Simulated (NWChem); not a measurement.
# CH8Si2 (SMILES [SiH3]C[SiH3]) at B3LYP/6-31G(d) (Cartesian functions)

What is the energy change on altering one bond length of CH8Si2 at B3LYP/6-31G* (Cartesian functions)? The job is set up through an ASE script.

The calculation is run with NWChem 7.3.0.

4 further runs of the same task are left out: 4 that didn't finish.

### 1 The molecule

CH8Si2 has 11 atoms, charge 0, and is taken as a singlet. SMILES: `[SiH3]C[SiH3]`. The coordinates come from a PBE0-D4/def2-TZVP relaxation.

Bond lengths: Si1–C2 1.872 Å, C2–Si3 1.872 Å, Si1–H4 1.488 Å, Si1–H5 1.487 Å, Si1–H6 1.487 Å, C2–H7 1.095 Å, C2–H8 1.095 Å, Si3–H9 1.487 Å, Si3–H10 1.487 Å, Si3–H11 1.488 Å. Some angles: Si1–C2–Si3 114.4°, Si1–C2–H7 108.8°, Si1–C2–H8 108.8°, Si3–C2–H7 108.8°, Si3–C2–H8 108.8°, C2–Si1–H4 111.1°, C2–Si1–H5 110.2°, C2–Si1–H6 110.2°, C2–Si3–H9 110.2°, C2–Si3–H10 110.2°.

### 2 Energy and gradient at B3LYP/6-31G(d) (Cartesian functions)

run.py reads:

```python
from ase import Atoms
from ase.calculators.nwchem import NWChem

atoms = Atoms('SiCSiHHHHHHHH', positions=[
    [-1.158980, 1.034720, -0.344660],
    [-0.286340, -0.621440, -0.365590],
    [1.335180, -0.652340, 0.569590],
    [-2.435800, 0.976800, -1.106490],
    [-0.293510, 2.078920, -0.955560],
    [-1.463790, 1.436810, 1.054620],
    [-0.954100, -1.377620, 0.060730],
    [-0.099440, -0.908830, -1.405770],
    [1.110650, -0.304370, 1.998260],
    [2.282060, 0.336720, -0.011600],
    [1.964060, -1.999380, 0.506460],
])

calc = NWChem(
    label='ch8si2',
    theory='dft',
    memory='2200 mb',
    basis='6-31G*',
    dft={'xc': 'b3lyp', 'mult': '1', 'grid': 'xfine', 'convergence': 'energy 1e-08', 'iterations': '100', 'mulliken': None},
)
atoms.calc = calc

forces = atoms.get_forces()
print(f"energy = {atoms.get_potential_energy():.6f} eV")
print("forces (eV/A):")
for s, f in zip(atoms.symbols, forces):
    print(f"{s:2s} {f[0]:10.5f} {f[1]:10.5f} {f[2]:10.5f}")
print("dipole (e A):", atoms.get_dipole_moment().round(4))
```

On the command line:

```bash
$ export ASE_NWCHEM_COMMAND="nwchem PREFIX.nwi > PREFIX.nwo"
$ python run.py
```

What it wrote:

```text
energy = -16922.896151 eV
forces (eV/A):
Si   -0.12804    0.21746   -0.00519
C    -0.05970   -0.13025   -0.07703
Si    0.21983   -0.01779    0.12238
H    -0.02926    0.02067   -0.01049
H    -0.00746    0.03322   -0.01003
H    -0.02072    0.02607    0.01265
H    -0.05723   -0.08073    0.00725
H    -0.00370   -0.05116   -0.08428
H     0.02165   -0.00262    0.02803
H     0.03471    0.00458    0.00550
H     0.02993   -0.01944    0.01121
dipole (e A): [-0.0673 -0.1461 -0.0859]
```

The calculator wrote ch8si2.nwi:

```
title "ch8si2"

permanent_dir ch8si2

scratch_dir ch8si2

start ch8si2

geometry units angstrom nocenter noautosym noautoz
  Si -1.1589799999999999e+00 1.0347200000000001e+00 -3.4466000000000002e-01
  C  -2.8633999999999998e-01 -6.2143999999999999e-01 -3.6559000000000003e-01
  Si 1.3351800000000000e+00 -6.5234000000000003e-01 5.6959000000000004e-01
  H  -2.4358000000000000e+00 9.7680000000000000e-01 -1.1064900000000000e+00
  H  -2.9350999999999999e-01 2.0789200000000001e+00 -9.5555999999999996e-01
  H  -1.4637899999999999e+00 1.4368099999999999e+00 1.0546199999999999e+00
  H  -9.5409999999999995e-01 -1.3776200000000001e+00 6.0729999999999999e-02
  H  -9.9440000000000001e-02 -9.0883000000000003e-01 -1.4057700000000000e+00
  H  1.1106499999999999e+00 -3.0436999999999997e-01 1.9982599999999999e+00
  H  2.2820600000000000e+00 3.3672000000000002e-01 -1.1599999999999999e-02
  H  1.9640599999999999e+00 -1.9993799999999999e+00 5.0646000000000002e-01
end

memory 2200 mb

basis noprint
   * library 6-31G*
end

dft
  xc b3lyp
  mult 1
  grid xfine
  convergence energy 1e-08
  iterations 100
  mulliken
end

task dft gradient
```

ch8si2.nwo:

```text
Northwest Computational Chemistry Package (NWChem) 7.3.0
             --------------------------------------------------------

           Job information
           ---------------

    nwchem branch   = 7.3.0
    use scalapack   = T
    input           = ch8si2.nwi
    prefix          = ch8si2.
    data base       = ch8si2/ch8si2.db
    status          = startup
    nproc           =        1

           Memory information
           ------------------

    heap     =     72089594 doubles =      550.0 Mbytes
    stack    =     72089599 doubles =      550.0 Mbytes
    global   =    144179200 doubles =     1100.0 Mbytes (distinct from heap & stack)
    total    =    288358393 doubles =     2200.0 Mbytes
    verify   = yes
    hardfail = no

           Directory information
           ---------------------

  0 permanent = ch8si2
  0 scratch   = ch8si2

[... 105 lines left out ...]
  convergence criterion.
[... 17 lines left out ...]
          Convergence on gradient requested:  5.00D-04
[... 26 lines left out ...]
          Convergence aids based upon iterative change in
[... 28 lines left out ...]
 1-e energy   =   -1156.777625
[... 44 lines left out ...]
         Total DFT energy =     -621.904967846235
[... 2 lines left out ...]
    Exchange-Corr. energy =      -50.283403446365
[... 559 lines left out ...]
          Convergence on energy requested:  1.00D-08
[... 24 lines left out ...]
          Spatial weights used:  Erf1
[... 4 lines left out ...]
          total energy or number of iterations.
[... 21 lines left out ...]
                                      ch8si2

  charge          =   0.00
  wavefunction    = closed shell

                         DFT ENERGY GRADIENTS

    atom               coordinates                        gradient
                 x          y          z           x          y          z
   1 Si     -2.190155   1.955337  -0.651313    0.002490  -0.004229   0.000101
   2 C      -0.541104  -1.174351  -0.690865    0.001161   0.002533   0.001498
   3 Si      2.523124  -1.232744   1.076369   -0.004275   0.000346  -0.002380
[... 7 lines of this table left out ...]
  11 H       3.711535  -3.778280   0.957071   -0.000582   0.000378  -0.000218

                 ----------------------------------------
                 |  Time  |  1-e(secs)   |  2-e(secs)   |
                 ----------------------------------------
                 |  CPU   |       0.01   |       1.69   |
                 ----------------------------------------
                 |  WALL  |       0.01   |       1.69   |
                 ----------------------------------------

 Task  times  cpu:       34.0s     wall:       34.0s
 Total times  cpu:       34.0s     wall:       34.0s
```

Wall time 35 s (1 thread of Intel Xeon 6975P-C (Granite Rapids), shared host); peak memory 0.15 GiB.

### 3 The distorted shape: the energy at B3LYP/6-31G(d) (Cartesian functions)

run.py reads:

```python
from ase import Atoms
from ase.calculators.nwchem import NWChem

atoms = Atoms(['Si', 'C', 'Si', 'H', 'H', 'H', 'H', 'H', 'H', 'H', 'H'], positions=[
    [-0.793215, 0.552222, -2.023762],
    [0.079425, -1.103938, -2.044692],
    [1.700945, -1.134838, -1.109512],
    [-2.070035, 0.494302, -2.785592],
    [0.072255, 1.596422, -2.634662],
    [-1.463790, 1.436810, 1.054620],
    [-0.588335, -1.860118, -1.618372],
    [0.266325, -1.391328, -3.084872],
    [1.476415, -0.786868, 0.319158],
    [2.647825, -0.145778, -1.690702],
    [2.329825, -2.481878, -1.172642],
])

calc = NWChem(
    label='ch8si2',
    theory='dft',
    memory='2200 mb',
    basis='6-31G*',
    dft={'xc': 'b3lyp', 'mult': '1', 'grid': 'xfine', 'convergence': 'energy 1e-08', 'iterations': '100', 'mulliken': None},
    task='energy',
)
atoms.calc = calc

print("Total energy (eV):", round(atoms.get_potential_energy(), 6))
print("dipole (e A):", atoms.get_dipole_moment().round(4))
```

On the command line:

```bash
$ export ASE_NWCHEM_COMMAND="nwchem PREFIX.nwi > PREFIX.nwo"
$ python run.py
```

What it wrote:

```text
Total energy (eV): -16918.4896
dipole (e A): [ 0.0937 -0.3405 -0.5467]
```

The calculator wrote ch8si2.nwi:

```
title "ch8si2"

permanent_dir ch8si2

scratch_dir ch8si2

start ch8si2

geometry units angstrom nocenter noautosym noautoz
  Si -7.9321500000000000e-01 5.5222199999999999e-01 -2.0237620000000001e+00
  C  7.9424999999999996e-02 -1.1039380000000001e+00 -2.0446920000000000e+00
  Si 1.7009449999999999e+00 -1.1348380000000000e+00 -1.1095120000000001e+00
  H  -2.0700349999999998e+00 4.9430200000000002e-01 -2.7855919999999998e+00
  H  7.2255000000000000e-02 1.5964220000000000e+00 -2.6346620000000001e+00
  H  -1.4637899999999999e+00 1.4368099999999999e+00 1.0546199999999999e+00
  H  -5.8833500000000005e-01 -1.8601179999999999e+00 -1.6183719999999999e+00
  H  2.6632499999999998e-01 -1.3913279999999999e+00 -3.0848719999999998e+00
  H  1.4764150000000000e+00 -7.8686800000000001e-01 3.1915800000000000e-01
  H  2.6478250000000001e+00 -1.4577799999999999e-01 -1.6907019999999999e+00
  H  2.3298250000000000e+00 -2.4818780000000000e+00 -1.1726420000000000e+00
end

memory 2200 mb

basis noprint
   * library 6-31G*
end

dft
  xc b3lyp
  mult 1
  grid xfine
  convergence energy 1e-08
  iterations 100
  mulliken
end

task dft energy
```

ch8si2.nwo:

```text
Northwest Computational Chemistry Package (NWChem) 7.3.0
             --------------------------------------------------------

           Job information
           ---------------

    nwchem branch   = 7.3.0
    use scalapack   = T
    input           = ch8si2.nwi
    prefix          = ch8si2.
    data base       = ch8si2/ch8si2.db
    status          = startup
    nproc           =        1

           Memory information
           ------------------

    heap     =     72089600 doubles =      550.0 Mbytes
    stack    =     72089597 doubles =      550.0 Mbytes
    global   =    144179200 doubles =     1100.0 Mbytes (distinct from heap & stack)
    total    =    288358397 doubles =     2200.0 Mbytes
    verify   = yes
    hardfail = no

           Directory information
           ---------------------

  0 permanent = ch8si2
  0 scratch   = ch8si2

[... 100 lines left out ...]
  convergence criterion.
[... 18 lines left out ...]
          Convergence on density requested:  1.00D-05
[... 25 lines left out ...]
          Convergence Information
[... 61 lines left out ...]
   convergence    iter        energy       DeltaE   RMS-Dens  Diis-err    time
[... 23 lines left out ...]
           Coulomb energy =      431.836690643602
[... 7 lines left out ...]
                       DFT Final Molecular Orbital Analysis
[... 509 lines left out ...]
 center of mass
 --------------
 x =   0.72191740 y =  -0.81315343 z =  -3.08007432

 moments of inertia (a.u.)
 ------------------
         328.829204766975         230.359728723160        -124.633173376447
         230.359728723160         496.195003077286          57.419459283590
        -124.633173376447          57.419459283590         612.302530410257

     Multipole analysis of the density
     ---------------------------------

     L   x y z        total         alpha         beta         nuclear
     -   - - -        -----         -----         ----         -------
     0   0 0 0     -0.000000    -21.000000    -21.000000     42.000000

     1   1 0 0      0.177078    -14.892505    -14.892505     29.962087
[... 8 lines of this table left out ...]
     2   0 0 2    -24.565663   -247.868770   -247.868770    471.171878

 Task  times  cpu:       45.5s     wall:       45.5s
 Total times  cpu:       45.6s     wall:       45.6s
```

It took 47 s on 1 thread of Intel Xeon 6975P-C (Granite Rapids), shared host; peak memory 0.14 GiB.

### 4 Results

At B3LYP/6-31G* (Cartesian functions):

| quantity | value |
| --- | --- |
| first shape: total energy | -621.90497 Eh |
| first shape: dipole moment | 0.88 D |
| first shape: HOMO energy | -8.45 eV |
| first shape: LUMO energy | 0.58 eV |
| first shape: HOMO–LUMO gap | 9.03 eV |
| first shape: largest force on an atom | 0.252 eV/Å |
| distorted shape: total energy | -621.74303 Eh |
| distorted shape: dipole moment | 3.13 D |
| distorted shape: HOMO energy | -6.04 eV |
| distorted shape: LUMO energy | -3.50 eV |
| distorted shape: HOMO–LUMO gap | 2.53 eV |
| energy change with the Si1–H6 bond stretched from 1.487 to 3.272 Å | 4.407 eV |

One bond (distorted shape) is far stretched, which a spin-restricted single reference describes badly; a broken-symmetry solution may lie lower. With the Si1–H6 bond stretched from 1.487 to 3.272 Å the energy rises by 4.41 eV (102 kcal/mol). The first shape isn't relaxed at this level, so the change isn't measured from a minimum. A restricted reference can't describe the breaking bond well at this length. The largest force (first shape) is 0.25 eV/Å: the shape isn't a stationary point for this species at this level.
